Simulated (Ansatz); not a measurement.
# BH5OS: the cost of one run

Program: Ansatz 0.2.0. Level of theory: RKS r2SCAN-D4/6-31G*. These are calculated values, not measurements.

### Step 1. The starting structure

Bond lengths: B1–H3 1.190 Å, B1–O4 1.410 Å, O4–H5 1.010 Å, B1–S6 2.190 Å, S6–H7 1.400 Å, S6–H8 1.549 Å. Angles: H3–B1–O4 120.0°, H3–B1–S6 105.4°, O4–B1–S6 92.8°, B1–O4–H5 109.5°, B1–S6–H7 109.5°, B1–S6–H8 57.4°, H7–S6–H8 117.5°.

As a file:

```xyz
8

B     0.0000    0.0000    0.0000
H     0.0000    0.0000    1.5400
H     1.0305    0.0000   -0.5950
O    -1.2211    0.0000   -0.7050
H    -1.7308   -0.8467   -0.4965
S    -0.2739    2.0601    0.6906
H    -1.5750    2.4834    0.3940
H    -0.1153    0.8675    1.6662
```

### Step 2. A restrained relaxation towards end A

Springs on the bonds that form and break draw the guess towards this end; the thresholds are loose.

input.yaml reads:

```yaml
crystal:
  periodic: [false, false, false]
  atoms:
    - { symbol: B, position_ang: [0.0, 0.0, 0.0] }
    - { symbol: H, position_ang: [0.0, 0.0, 1.54] }
    - { symbol: H, position_ang: [1.0305, 0.0, -0.595] }
    - { symbol: O, position_ang: [-1.2211, 0.0, -0.705] }
    - { symbol: H, position_ang: [-1.7308, -0.8467, -0.4965] }
    - { symbol: S, position_ang: [-0.2739, 2.0601, 0.6906] }
    - { symbol: H, position_ang: [-1.575, 2.4834, 0.394] }
    - { symbol: H, position_ang: [-0.1153, 0.8675, 1.6662] }
basis:
  gaussian: { orbitals: "6-31G*" }
hamiltonian:
  xc: r2scan
  dispersion: d4
relax:
  f_tol: 0.15
  max_steps: 25
  restrain:
    - { distance: [0, 5], at: 3.09, k: 30.0 }
    - { distance: [7, 1], at: 1.86, k: 30.0 }
    - { distance: [0, 1], at: 1.19, k: 30.0 }
    - { distance: [7, 5], at: 1.4, k: 30.0 }
```

Command:

```console
$ ansatz run input.yaml --threads 1 --pin off --max-ram 2048MiB --backend cpu --events-out ev --progress --plain --runs-dir out
```

Q: Estimate wall time and peak memory on 1 thread of Arm Neoverse V1, shared host.

About 33 s, with a peak of 0.13 GiB.
